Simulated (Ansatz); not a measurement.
Fluorite CeO₂ was calculated with PBE-D3(BJ) in Ansatz (plane waves, PAW).

Numerical settings: plane-wave cutoff 520 eV, 12×12×12 k mesh, Fermi–Dirac smearing 0.01 eV, no spin polarisation, scalar-relativistic PAW data made under PBE.

A third-order Birch–Murnaghan fit to the energies gives V0 = 13.362 Å³/atom, B0 = 181 GPa, B′ = 4.5.

```tsv
V (Å³/atom)	P (GPa)
12.560	12.85
12.827	?
13.094	3.83
13.362	0.00
13.629	-3.43
13.896	?
14.163	-9.26
```

Task: Estimate the withheld pressures from this fit; the answers are the runs' own values.

Result: 
- 12.827, P (GPa): 8.09
- 13.896, P (GPa): -6.51

The formula P = (3/2) B0 (x^(7/3) − x^(5/3)) [1 + (3/4)(B′ − 4)(x^(2/3) − 1)] with x = V0/V meets the computed pressures within 0.04 GPa when these rounded values are put in.

Measured, for comparison: bulk modulus 220 ± 9 GPa (room temperature, no zero-point or thermal correction, our sources range from 220 to 230; as tabulated in High Pressure Brillouin Spectroscopy and X-ray Diffraction of Cerium Dioxide …); equilibrium volume per atom 13.06 Å³/atom (0 K, extrapolated to 0 K; as tabulated in Stimac et al. (2024), arXiv:2411.06536). Computed (rounded) less measured: bulk modulus -18 % (-18 % to -21 % over the range), equilibrium volume per atom +2.3 %.

Spin–orbit coupling is not included.

The computed numbers hold no vibrational or temperature effects.

Cost on a shared machine: very roughly 40 core-seconds.

Ansatz is a program for electronic structure.
